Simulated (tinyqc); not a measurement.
Worked calculation: extended Hueckel theory, for LiF. Computed by tinyqc, a small Python program that keeps every step (integrals from PySCF). Settings: charge = 0, K = 1.5, multiplicity = 1. Command: `OMP_NUM_THREADS=1 python tinyqc.py 29644 29645 out.jsonl` (the two numbers bound the seeds that draw the settings). One thread of a shared host (Intel(R) Xeon(R) Processor @ 2.60GHz), about 0.01 s of CPU time with the checks.

## Overlaps

Geometry (angstrom):

| atom | x | y | z |
|---|---|---|---|
| Li | 0.0000 | 0.0000 | 0.0000 |
| F | 0.0000 | 0.0000 | 1.4550 |

Parameters chosen for this run:

| element | shell | Slater exponent | H_ii (eV) |
|---|---|---|---|
| Li | 2s | 0.6500 | -5.4000 |
| Li | 2p | 0.6500 | -3.5000 |
| F | 2s | 2.4250 | -40.0000 |
| F | 2p | 2.4250 | -18.1000 |

Slater orbitals, each expanded in six Gaussians scaled to its exponent.

overlap S, lower triangle:
```
          1Li 2s  1Li 2px  1Li 2py  1Li 2pz   2F 2s  2F 2px  2F 2py  2F 2pz
1Li 2s    1.0000
1Li 2px   0.0000   1.0000
1Li 2py   0.0000   0.0000   1.0000
1Li 2pz   0.0000   0.0000   0.0000   1.0000
2F 2s     0.2900   0.0000   0.0000   0.4265  1.0000
2F 2px    0.0000   0.1525   0.0000   0.0000  0.0000  1.0000
2F 2py    0.0000   0.0000   0.1525   0.0000  0.0000  0.0000  1.0000
2F 2pz   -0.0667   0.0000   0.0000  -0.0597  0.0000  0.0000  0.0000  1.0000
```

## Wolfsberg-Helmholz matrix

diagonal H_ii (eV): 1Li 2s -5.4000, 1Li 2px -3.5000, 1Li 2py -3.5000, 1Li 2pz -3.5000, 2F 2s -40.0000, 2F 2px -18.1000, 2F 2py -18.1000, 2F 2pz -18.1000

K = 1.5000

H_ij = K' S_ij (H_ii + H_jj)/2 for i != j (the diagonal keeps H_ii), with K' = 1.5.

H (eV), lower triangle:
```
          1Li 2s  1Li 2px  1Li 2py   1Li 2pz     2F 2s    2F 2px    2F 2py    2F 2pz
1Li 2s   -5.4000
1Li 2px   0.0000  -3.5000
1Li 2py   0.0000   0.0000  -3.5000
1Li 2pz   0.0000   0.0000   0.0000   -3.5000
2F 2s    -9.8728   0.0000   0.0000  -13.9133  -40.0000
2F 2px    0.0000  -2.4701   0.0000    0.0000    0.0000  -18.1000
2F 2py    0.0000   0.0000  -2.4701    0.0000    0.0000    0.0000  -18.1000
2F 2pz    1.1747   0.0000   0.0000    0.9674    0.0000    0.0000    0.0000  -18.1000
```

## Orbitals

valence electrons = 8

Solve H C = S C e through S^(-1/2); fill by pairs from the bottom, a degenerate level sharing its electrons equally; each orbital has its largest coefficient positive (the first on a tie).

orbital energies (eV): -40.3964  -18.1058  -18.1058  -18.1008  -4.8629  -3.2372  -3.2372  4.5548

occupations: 2.0000  2.0000  2.0000  2.0000  0.0000  0.0000  0.0000  0.0000

coefficients:
```
             MO1      MO2      MO3      MO4      MO5      MO6      MO7      MO8
1Li 2s   -0.0558   0.0000   0.0000   0.0017   0.8825   0.0000   0.0000   0.5829
1Li 2px   0.0000   0.0021  -0.0198   0.0000   0.0000   0.9443   0.3630   0.0000
1Li 2py   0.0000  -0.0198  -0.0021   0.0000   0.0000  -0.3630   0.9443   0.0000
1Li 2pz  -0.0949   0.0000   0.0000   0.0068  -0.4743   0.0000   0.0000   1.0105
2F 2s     1.0522   0.0000   0.0000  -0.0023  -0.0527   0.0000   0.0000  -0.5061
2F 2px    0.0000  -0.1042   0.9974   0.0000   0.0000  -0.1256  -0.0483   0.0000
2F 2py    0.0000   0.9974   0.1042   0.0000   0.0000   0.0483  -0.1256   0.0000
2F 2pz   -0.0099   0.0000   0.0000   1.0005   0.0325   0.0000   0.0000   0.0933
```

sum of one-electron energies = -189.4177 eV

Within a degenerate level the vectors are fixed only up to a rotation; this is one choice.

## Mulliken analysis

P = C n C^T; charge = valence electrons (Li 1, F 7) minus the sum of (P S)_ii on the atom; overlap population = 2 sum P_ij S_ij between two atoms.

charges: 1Li 1.1067, 2F -1.1067

Overlap populations:

| pair | value |
|---|---|
| 2-1 | -0.265278 |
